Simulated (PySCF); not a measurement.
**Working out the ionisation energy of B**

B [He] 2s2 2p1 (2P) → B⁺ [He] 2s2 (1S). All numbers are calculated (PySCF 2.14, the spin-free X2C one-electron Hamiltonian (Gaussian nucleus), in Sapporo-DZP-2012 (4s3p1d, 18 functions)). Frozen: 1s2. Energies in hartree (1 hartree = 27.21139 eV):

```json
{"part": "UHF", "B (lower)": "-24.534840", "B⁺ (upper)": "-24.240087"}
{"part": "CCSD correlation", "B (lower)": "-0.061184", "B⁺ (upper)": "-0.059275"}
{"part": "(T)", "B (lower)": "-0.000902", "B⁺ (upper)": "0.000000"}
```

Q: What does Hartree-Fock give?

A: (-24.240087) − (-24.534840) = 0.294753 hartree = 8.021 eV.

Q: What do CCSD and CCSD(T) give?

A: The CCSD correlation energies differ by 0.001909 hartree = 0.052 eV and the triples by 0.000902 hartree = 0.025 eV, so CCSD gives 8.073 eV and CCSD(T) 8.098 eV.

Measured between the centres of the two terms (NIST): 8.297 eV, so CCSD(T) (valence) is off by -0.199 eV.

A double-zeta basis recovers only part of the correlation energy.

The coupled-cluster amplitudes are large, so a single reference is strained.

What remains against the reference includes basis incompleteness, the frozen core and higher excitations.
